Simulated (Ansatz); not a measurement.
Relaxation of C$_{2}$H$_{6}$FNOS (12 atoms, charge 0, multiplicity 1), to a largest force component of 0.015 eV/Å in at most 40 steps.

The calculation used Ansatz 0.2.0, RKS B3LYP/6-31G*.

```xyz
12
Properties=species:S:1:pos:R:3:forces:R:3
N -0.300 -2.342 0.144 -3.12 2.79 0.72
C 0.307 -1.027 0.149 0.91 -0.89 1.59
F 0.967 -0.932 -1.025 2.00 0.45 -1.56
O -0.580 0.009 0.154 -2.75 -0.99 0.47
C -0.038 1.266 0.057 1.60 0.89 1.90
S -1.273 2.604 0.235 -1.04 -0.24 0.12
H 0.321 -2.944 -0.308 1.44 -1.24 -0.84
H -1.081 -2.169 -0.530 0.38 -0.77 0.59
H 1.008 -0.925 1.034 -0.21 -0.11 -1.02
H 0.698 1.397 0.900 -0.24 -0.01 -0.71
H 0.449 1.390 -0.872 0.76 0.18 -1.19
H -0.401 3.618 0.096 0.26 -0.06 -0.05
```

Q: Where does it end, and by what steps?

A: The run converged. After 20 steps the energy has fallen by 0.705 eV; H12 moved furthest, 1.52 Å.

| step | energy less start (eV) | largest force component (eV/Å) | accepted |
| --- | --- | --- | --- |
| 0 | 0.0000 | 3.119 | yes |
| 1 | -0.4771 | 1.094 | yes |
| 2 | -0.5554 | 0.809 | yes |
| 3 | -0.5564 | 0.669 | yes |
| 4 | -0.5805 | 0.420 | yes |
| 5 | -0.5992 | 0.231 | yes |
| 6 | -0.6051 | 0.238 | yes |
| 7 | -0.6103 | 0.225 | yes |
| 8 | -0.6315 | 0.174 | yes |
| 9 | -0.6385 | 0.863 | yes |
| 10 | -0.6749 | 0.223 | yes |
| 11 | -0.6931 | 0.163 | yes |
| 12 | -0.7012 | 0.083 | yes |
| 13 | -0.7029 | 0.123 | yes |
| 14 | -0.7038 | 0.056 | yes |
| 15 | -0.7041 | 0.025 | yes |
| 16 | -0.7043 | 0.015 | yes |
| 17 | -0.7045 | 0.021 | yes |
| 18 | -0.7046 | 0.022 | yes |
| 19 | -0.7047 | 0.023 | yes |
| 20 | -0.7047 | 0.015 | yes |

```xyz
12
Properties=species:S:1:pos:R:3
N -0.520 -2.105 0.039
C 0.328 -0.978 0.063
F 1.101 -0.850 -1.121
O -0.467 0.146 0.191
C 0.265 1.361 0.297
S -0.865 2.753 0.603
H 0.016 -2.949 -0.143
H -1.222 -1.995 -0.690
H 1.071 -1.064 0.869
H 0.943 1.331 1.161
H 0.851 1.533 -0.608
H -1.423 2.763 -0.626
```

Whether the end is a true minimum wasn't checked by a vibrational analysis.

Run time: 64 s on 2 threads of Arm Neoverse V2, with other jobs on the host, peak memory 0.24 GiB.
